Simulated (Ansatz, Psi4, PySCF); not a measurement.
Gas-phase reaction in SMILES: FCF → F[CH]F + H atom (the C-H bond breaks)

Wanted: bond dissociation energy (electronic), in kcal/mol. Conventions: frozen cores in correlated levels; non-relativistic; dispersion terms only where a functional's name holds one; 6-31G* and kin with 6d, 5d where marked; open shells spin-unrestricted; spin-orbit terms left out. CBS(X,Y): correlation extrapolated as X^-3; Hartree-Fock from the larger set. [CCSD(T)-MP2]/basis is that difference in the basis named. First-principles rows: single points at B3LYP-D3(BJ) geometries (Ansatz, an electronic-structure program).

```json
[
 {"species": "FCF", "coefficient": "-1", "E at wB97X-D/6-31G* (Psi4), Eh": "-238.90863", "E at M06-2X/def2-TZVPD (PySCF), Eh": "-239.00530"},
 {"species": "F[CH]F", "coefficient": "+1", "E at wB97X-D/6-31G* (Psi4), Eh": "-238.23959", "E at M06-2X/def2-TZVPD (PySCF), Eh": "-238.33647"},
 {"species": "H atom", "coefficient": "+1", "E at wB97X-D/6-31G* (Psi4), Eh": "-0.50061", "E at M06-2X/def2-TZVPD (PySCF), Eh": "-0.49815"}
]
```

Coupled cluster (Ansatz) is a level with limits of its own, used here on species with T1 under 0.025 (0.045 for open shells) and stable references: RI-MP2/CBS(aug-cc-pVTZ,aug-cc-pVQZ)+[CCSD(T)-MP2]/aug-cc-pVTZ. Value to compare with, RI-MP2/CBS(aug-cc-pVTZ,aug-cc-pVQZ)+[CCSD(T)-MP2]/aug-cc-pVTZ (Ansatz): 109.5 kcal/mol. 1 Eh = 627.5095 kcal/mol.

Work the quantity out at each level, and compare with RI-MP2/CBS(aug-cc-pVTZ,aug-cc-pVQZ)+[CCSD(T)-MP2]/aug-cc-pVTZ (Ansatz).


- wB97X-D/6-31G*: the sum of coefficient times E is 0.16843 Eh, or 105.69 kcal/mol. Result: 105.7 kcal/mol. Its difference against RI-MP2/CBS(aug-cc-pVTZ,aug-cc-pVQZ)+[CCSD(T)-MP2]/aug-cc-pVTZ (Ansatz) is -3.8 kcal/mol.
- M06-2X/def2-TZVPD: the sum of coefficient times E is 0.17068 Eh, or 107.10 kcal/mol. Result: 107.1 kcal/mol. Its difference against RI-MP2/CBS(aug-cc-pVTZ,aug-cc-pVQZ)+[CCSD(T)-MP2]/aug-cc-pVTZ (Ansatz) is -2.4 kcal/mol.
